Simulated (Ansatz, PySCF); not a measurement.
Species: trans-ethylamine, C2H7N, charge 0, multiplicity 1. 
Geometry from a B3LYP-D3(BJ)/def2-TZVP (Ansatz, a first-principles code) optimisation:
SMILES: C(N)C
```xyz
10

C      1.2101    -0.3675    -0.0020
C      0.0059     0.5734    -0.0002
N     -1.3057    -0.0740     0.0024
H      2.1508     0.1897    -0.0039
H      1.2028    -1.0109     0.8816
H      1.1996    -1.0116    -0.8851
H      0.0502     1.2284    -0.8744
H      0.0533     1.2290     0.8732
H     -1.4054    -0.6706     0.8165
H     -1.4083    -0.6712    -0.8110
```

Dipole moments at this geometry, in debye (magnitudes).

```
level                 program  dipole (D)
--------------------  -------  ----------
BLYP/def2-TZVPD        Ansatz        1.24
PBE0/def2-TZVPD        Ansatz        1.29
BHLYP/def2-TZVPD       Ansatz        1.34
TPSSh/def2-TZVPD        PySCF           ?
M06-2X/def2-TZVPD       PySCF        1.32
HSE06/def2-TZVPD       Ansatz        1.28
CAM-B3LYP/def2-TZVPD    PySCF        1.35
wB97M-V/def2-TZVPD     Ansatz        1.32
wB97X-V/def2-TZVPD     Ansatz        1.34
CCSD(T)/aug-cc-pVDZ    Ansatz           ?
```

Task: What belongs in the gaps?

Result: 
- TPSSh/def2-TZVPD, dipole (D): 1.26
- CCSD(T)/aug-cc-pVDZ, dipole (D): 1.31

Measured: 1.22 D (NIST CCCBDB, as tabulated in the package chemicals), a vibrational average, which may belong to another conformer or a mix. This is an older compilation, not checked against later work.
